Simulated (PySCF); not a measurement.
n-ethylformamide, C3H7NO, SMILES CCNC=O, point group C1.

Force field and properties: B3LYP/pcSseg-1 (PySCF, grid level 2). Vibrational terms come from second-order perturbation theory with semi-diagonal cubic constants, by steps of ±0.6 along the normal coordinates of each isotopologue. The parent has the commonest isotopes.

Equilibrium geometry (Å):

| atom | x | y | z |
| --- | --- | --- | --- |
| C1 | -1.5111 | 0.3091 | 0.3537 |
| C2 | -0.4364 | -0.5856 | -0.2630 |
| N3 | 0.8990 | -0.3307 | 0.2655 |
| C4 | 1.8475 | 0.3773 | -0.4061 |
| O5 | 1.7179 | 0.8504 | -1.5175 |
| H6 | -2.4939 | 0.0730 | -0.0708 |
| H7 | -1.5737 | 0.1711 | 1.4400 |
| H8 | -1.2979 | 1.3645 | 0.1546 |
| H9 | -0.6771 | -1.6436 | -0.1025 |
| H10 | -0.3754 | -0.4205 | -1.3416 |
| H11 | 1.1214 | -0.6418 | 1.2021 |
| H12 | 2.7845 | 0.4741 | 0.1813 |

(1) Give the equilibrium and ground-state rotational constants (MHz) of parent; ²H at 12.

(2) How is the parent's vibrational correction B0 − Be made up?

(3) And its quartic centrifugal distortion constants from the harmonic force field?

(4) Which nuclear quadrupole couplings χaa, χbb, χcc (MHz) does the parent show, at equilibrium and averaged?

A mode lies under 250 cm⁻¹, where this perturbation treatment is rough. Internal rotors are held in one well.

## Answers

(1) 
```csv
species,Ae,Be,Ce,A0,B0,C0,Δ0 (u Å²),harmonic ZPE (cm⁻¹)
parent,11441,3066.2,2764.1,11781,2989.4,2713,-25.675,22467
²H at 12,11030,2986.2,2689.9,11340,2911.8,2638.9,-26.614,21775
```

Δ0 = Ic − Ia − Ib from the ground-state constants.

(2) 
```csv
axis,harmonic,Coriolis,cubic,total (MHz)
a,71,-81.6,351,340
b,9.44,-5.08,-81.1,-76.8
c,5.21,-5.47,-50.8,-51
```

(3) Asymmetric top, A reduction, Ir representation: ΔJ = 17.8 kHz, ΔJK = -231 kHz, ΔK = 1050 kHz, δJ = 4.6 kHz, δK = -62.4 kHz.

(4) 14N at 3: 1.7, 1.5, -3.1 and 1.7, 1.4, -3.1.
